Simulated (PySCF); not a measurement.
These are B3LYP-D3(BJ)/def2-TZVP // B3LYP-D3(BJ)/def2-SVP run with PySCF values and carry that method's errors. Isolated molecules, 0 K electronic values unless said otherwise. B3LYP has the VWN-RPA correlation part, as in Gaussian. Delta-SCF ions had no search for a lower state. 

Reference species (SMILES): `N` (neutral, multiplicity 1).

vertical ionisation energy (Delta-SCF): 11.03 eV

Changed species: `CN(C)C` (free base N(CH3)3; the reference has free base NH3).

Problem. Predict the effect on the vertical ionisation energy (Delta-SCF).

Solution. the vertical ionisation energy (Delta-SCF) falls by 2.74 eV, to 8.29 eV.
